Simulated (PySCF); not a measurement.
## H₂S: breathing scan

These are results of PBE0 in PySCF with S def2-TZVP, H def2-TZVP; no relativity; density-fitted integrals, not measurements.

Rigid scan from the singlet minimum (S–H 1.341 Å (×2); H–S–H 92.3°). Coordinate: all bonds to the central atom scaled together. Energies in kJ/mol from the minimum.

Task: Predict the curve at 0.88, 0.92, 0.96, 1.00, 1.04, 1.08, 1.14, 1.22, 1.35.

Result: 
```csv
scale of all bonds to the centre,E (kJ/mol),dipole size (D)
0.88,89.4,1.14
0.92,35.9,1.15
0.96,8.2,1.16
1.00,0.0,1.16
1.04,6.8,1.16
1.08,24.8,1.16
1.14,66.9,1.15
1.22,140.7,1.12
1.35,279.1,1.07
```

At long bonds a restricted determinant can lie too high, and another spin state can fall below this curve.

Other isomers or separated fragments may lie lower.

The scan took 3.2 s on 2 threads of a shared Arm Neoverse V1 host; the process peaked at 0.54 GiB.
